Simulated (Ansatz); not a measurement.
# C₅H₁₀O, SMILES C/C=C(/C)OC: a single point in a Gaussian basis

Computed with Ansatz 0.2.0 through its Python package.

At the Python prompt:
```pycon
>>> from pathlib import Path
>>> import json
>>> import ansatz as az
>>> BASIS = 'def2-SVPD'
>>> XC = 'pbe0'
>>> mol = (
...     az.Crystal.molecule()
...     .atom('C', (2.2918, -0.3851, -0.44))
...     .atom('C', (0.8868, -0.8761, -0.5823))
...     .atom('C', (-0.1826, -0.3737, 0.0557))
...     .atom('C', (-1.5556, -0.9635, -0.0992))
...     .atom('O', (-0.0238, 0.6515, 0.9712))
...     .atom('C', (-0.9332, 1.731, 0.7774))
...     .atom('H', (2.382, 0.4597, 0.2489))
...     .atom('H', (2.9304, -1.1934, -0.0705))
...     .atom('H', (2.6725, -0.0671, -1.4155))
...     .atom('H', (0.7533, -1.7107, -1.2664))
...     .atom('H', (-2.2104, -0.2835, -0.6527))
...     .atom('H', (-1.5317, -1.915, -0.6412))
...     .atom('H', (-1.9987, -1.1571, 0.8832))
...     .atom('H', (-0.6005, 2.5671, 1.3995))
...     .atom('H', (-1.9419, 1.4529, 1.0984))
...     .atom('H', (-0.9385, 2.063, -0.2665))
... )
>>> setup = mol.calculation().basis(gaussian=BASIS).functional(XC).orbitals()
>>> print(setup.to_yaml())
crystal:
  periodic: [false, false, false]
  atoms:
    - { symbol: C, position_ang: [2.2918, -0.3851, -0.44] }
    - { symbol: C, position_ang: [0.8868, -0.8761, -0.5823] }
    - { symbol: C, position_ang: [-0.1826, -0.3737, 0.0557] }
    - { symbol: C, position_ang: [-1.5556, -0.9635, -0.0992] }
    - { symbol: O, position_ang: [-0.0238, 0.6515, 0.9712] }
    - { symbol: C, position_ang: [-0.9332, 1.731, 0.7774] }
    - { symbol: H, position_ang: [2.382, 0.4597, 0.2489] }
    - { symbol: H, position_ang: [2.9304, -1.1934, -0.0705] }
    - { symbol: H, position_ang: [2.6725, -0.0671, -1.4155] }
    - { symbol: H, position_ang: [0.7533, -1.7107, -1.2664] }
    - { symbol: H, position_ang: [-2.2104, -0.2835, -0.6527] }
    - { symbol: H, position_ang: [-1.5317, -1.915, -0.6412] }
    - { symbol: H, position_ang: [-1.9987, -1.1571, 0.8832] }
    - { symbol: H, position_ang: [-0.6005, 2.5671, 1.3995] }
    - { symbol: H, position_ang: [-1.9419, 1.4529, 1.0984] }
    - { symbol: H, position_ang: [-0.9385, 2.063, -0.2665] }
basis:
  gaussian:
    orbitals: def2-SVPD
hamiltonian:
  xc: pbe0
output:
  orbitals: {}
>>> done = setup.run(threads=1, pin='off', runs_dir='out')
>>> r = done.report
>>> r['mean_field']['state']['spin_squared']
5.684341886080802e-14
>>> for key in ('converged', 'free_energy_ev', 'reference_energy_ev', 'n_frozen', 'n_occupied', 'n_virtual'):
...     print(f'{key:22s} {r[key]}')
...
converged              True
free_energy_ev         -7380.755464851445
reference_energy_ev    -7380.755464851445
n_frozen               0
n_occupied             [24, 24]
n_virtual              [179, 179]
>>> field = r['mean_field']
>>> print('<S^2> =', round(abs(field['state']['spin_squared']), 4), ' all-electron relativity setting:', field['relativity'])
<S^2> = 0.0  all-electron relativity setting: none
>>> print('passes:', field['passes'])
passes: {'evaluations': 15, 'products': 12}
>>> if 'symmetry' in field:
...     print('occupied orbitals by irrep:', field['symmetry']['occupied'])
...
occupied orbitals by irrep: [{'A': 24}, {'A': 24}]
>>> lines = Path(r['orbitals_path']).read_text().splitlines()
>>> field_of = lambda key: [line.split('=')[1].strip() for line in lines if line.startswith(key)]
>>> orbitals = [(27.211386 * float(e), s, float(n)) for e, s, n in zip(field_of('Ene='), field_of('Spin='), field_of('Occup='))]
>>> homo = max(e for e, _, n in orbitals if n > 0.5)
>>> lumo = min(e for e, _, n in orbitals if n < 0.5)
>>> for e, spin, n in sorted(orbitals):
...     if homo - 15 < e < lumo + 5:
...         print(f'{spin:6s} {e:10.3f} eV  occupation {n:.0f}')
...
Alpha     -20.257 eV  occupation 2
Alpha     -19.420 eV  occupation 2
Alpha     -17.605 eV  occupation 2
Alpha     -15.221 eV  occupation 2
Alpha     -13.501 eV  occupation 2
Alpha     -13.120 eV  occupation 2
Alpha     -12.999 eV  occupation 2
Alpha     -11.998 eV  occupation 2
Alpha     -11.461 eV  occupation 2
Alpha     -11.297 eV  occupation 2
Alpha     -11.193 eV  occupation 2
Alpha     -10.217 eV  occupation 2
Alpha     -10.094 eV  occupation 2
Alpha      -9.541 eV  occupation 2
Alpha      -8.237 eV  occupation 2
Alpha      -6.338 eV  occupation 2
Alpha       0.646 eV  occupation 0
Alpha       0.944 eV  occupation 0
Alpha       1.257 eV  occupation 0
Alpha       1.449 eV  occupation 0
Alpha       2.129 eV  occupation 0
Alpha       2.357 eV  occupation 0
Alpha       2.574 eV  occupation 0
Alpha       2.758 eV  occupation 0
Alpha       3.087 eV  occupation 0
Alpha       3.333 eV  occupation 0
Alpha       3.518 eV  occupation 0
Alpha       3.738 eV  occupation 0
Alpha       3.947 eV  occupation 0
Alpha       3.977 eV  occupation 0
Alpha       4.201 eV  occupation 0
Alpha       4.435 eV  occupation 0
Alpha       4.675 eV  occupation 0
Alpha       5.210 eV  occupation 0
Alpha       5.457 eV  occupation 0
Alpha       5.642 eV  occupation 0
>>> with open('c5h10o.json', 'w') as handle:
...     json.dump({k: r[k] for k in ('free_energy_ev', 'reference_energy_ev', 'n_occupied', 'n_virtual')}, handle, indent=1)
...
```

File `c5h10o.json` afterwards:
```json
{
 "free_energy_ev": -7380.755464851445,
 "reference_energy_ev": -7380.755464851445,
 "n_occupied": [
  24,
  24
 ],
 "n_virtual": [
  179,
  179
 ]
}
```

Caveats:
- Total energies depend on the basis set; only differences at equal settings carry meaning.
- The geometry is a force-field or estimated start, not a minimum of this method, and the basis set is short of its limit.
- Alpha marks a spatial orbital of a restricted run, filled by both spins.
- Levels such as HOMO and LUMO are orbital energies: with these approximate functionals they aren't the ionisation energy and electron affinity, and their gap isn't the fundamental gap.
- It ran for 17 s on 1 thread of Arm Neoverse N1 (shared host), peak memory 0.55 GiB.
